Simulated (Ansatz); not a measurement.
A calculation on pyrite PtSb2 returned lattice constant a 6.480 Å, bulk modulus 121 GPa, formation enthalpy -0.540 eV/atom.

For reference: lattice constant a 6.44 Å (measured, temperature not stated, no zero-point or thermal correction; as tabulated in Saeed et al. (2013), arXiv:1402.4256).

### Question
Which level of theory produced these numbers?
(A) r²SCAN-D4 (Ansatz, a first-principles code)
(B) PBEsol-D3(BJ) (Ansatz)
(C) PBE (Ansatz)
(D) RPBE (Ansatz)

### Answer
A, r²SCAN-D4 (Ansatz)

The others give: PBEsol-D3(BJ) 6.389 Å, 133 GPa, -0.508 eV/atom; PBE 6.553 Å, 105 GPa, -0.467 eV/atom; RPBE 6.596 Å, 97.0 GPa, -0.450 eV/atom.

Unless a cell is named, each level is at its own relaxed cell (PBE 23.45, PBEsol-D3(BJ) 21.73, r²SCAN-D4 22.68, RPBE 23.92 Å³/atom).

The crystal itself was run without spin with PBEsol-D3(BJ), PBE, RPBE, r²SCAN-D4; a magnetic state was not tried in these runs.

Caveats: an element that serves as reference has a cell well above its measured volume (PBE, RPBE). Ansatz's density-functional and Hartree–Fock values are scalar-relativistic unless marked +SOC, with PAW data made under PBE.
